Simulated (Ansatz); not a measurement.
**How far each method lies from RCCSDTQ for H2B–P, singlet**

Geometry: a PBE0/def2-TZVP stationary point for this spin, not checked as a minimum.

```
atom   x (Å)    y (Å)    z (Å)
   B  0.0000   0.0000   1.1993
   P  0.0000   0.0000  -0.5361
   H  0.0000   1.0399   1.8053
   H  0.0000  -1.0399   1.8053
```

Basis cc-pVDZ; Ansatz 0.2.0. Only valence electrons are correlated (noble-gas cores frozen), which leaves 10 electrons in 36 orbitals. Prefix R: restricted or restricted open-shell reference; prefix U: unrestricted. Active spaces: valence = (10e, 10o) chosen from the atoms' valence shells.

Full CI isn't at hand for all of this; RCCSDTQ serves as the reference, and is uncertain by about the last step of the cluster series. The frozen core follows each run's orbitals, which can shift R against U totals by a few meV.

Unrestricted rows (U) aren't spin-pure: their determinants' ⟨S²⟩ exceeds S(S+1) by up to 0.76, so they mix in states of higher spin.

```
UHF ⟨S²⟩                          : 0.761
T1 diagnostic (RCCSD)             : 0.0290
largest doubles amplitude (RCCSD) : 0.086
```

| level | E − E(RHF) (eV) |
| --- | --- |
| UHF | -0.3112 |
| RMP2 | -4.9834 |
| UMP2 | -4.8431 |
| RCCSD | -6.0284 |
| UCCSD | -6.0071 |
| RCCSD(T) | -6.2442 |
| UCCSD(T) | -6.2215 |

Problem. Estimate how far RCCSDTQ in cc-pVDZ lies from RCCSD(T). The table doesn't fix it; the size of (T) and the diagnostics are the guide.

Solution. RCCSDTQ in cc-pVDZ lies 51 meV below RCCSD(T), which is 24 % of the (T) step (-216 meV). T1 is raised, RHF is unstable towards spin polarisation, but (T) still catches most of what CCSD lacks. The miss exceeds 1 kcal/mol.

The other levels:

| level | E − E(RCCSDTQ) (meV) | share of correlation (%) | wall time |
| --- | --- | --- | --- |
| CISD | 775 | 87.70 | 0.76 s |
| BCCD(T) | 51 | 99.19 | 0.61 s |
| RCCSDT | 16 | 99.75 | – |
| UCCSDT | 21 | 99.67 | – |
| RCCSDT(Q) | -1 | 100.01 | 3.5 s |
| UCCSDT(Q) | -3 | 100.04 | 20 s |
| CASSCF (valence space) | 3883 | 38.32 | – |
| NEVPT2 (valence space) | 986 | 84.34 | 6.5 s |
| MRCISD (valence space) | 289 | 95.41 | – |
| MRCISD+Q (valence space) | 38 | 99.40 | 9 s (H100) |

The correlation energy at RCCSDTQ, counted from RHF, is -6.296 eV. That run took 7.5 s on 2 threads of AMD EPYC 7R13 with a shared H100 80 GB, shared host.

Times hold each run's SCF and search for its determinant on a shared host, so for small cases they say little of a method's own cost; rows without a card ran on 1 thread of AMD EPYC 7R13.

Natural occupations of CASSCF (valence space) about the gap: 1.986 1.977 1.969 1.958 1.937 0.062 0.045 0.025 0.021 0.020; effectively unpaired electrons, Σ n²(2−n)², 0.06.

Atomization energy (electronic, same basis, no zero-point term; atoms at the same level, unrestricted beside the R rows where the molecule is a closed shell, with restricted open-shell steps beyond CCSDT(Q)) at RCCSDTQ: 934.6 kJ/mol. Errors of other levels:

```
                   level  error (kJ/mol)
                     RHF          -233.4
                     UHF          -203.4
                    RMP2           -15.2
                    UMP2           -28.7
                    CISD           -65.4
                   RCCSD           -19.1
                   UCCSD           -21.1
                RCCSD(T)            -3.0
                UCCSD(T)            -5.2
                 BCCD(T)            -2.9
                  RCCSDT            -1.2
                  UCCSDT            -1.7
               RCCSDT(Q)             0.1
               UCCSDT(Q)             0.3
  CASSCF (valence space)           -80.1
  NEVPT2 (valence space)           -24.6
  MRCISD (valence space)           -21.5
MRCISD+Q (valence space)           -10.8
```

This basis is far from its limit, so the value isn't to be set against a measured one. Truncated CI isn't size-consistent, which counts against it in atomization.
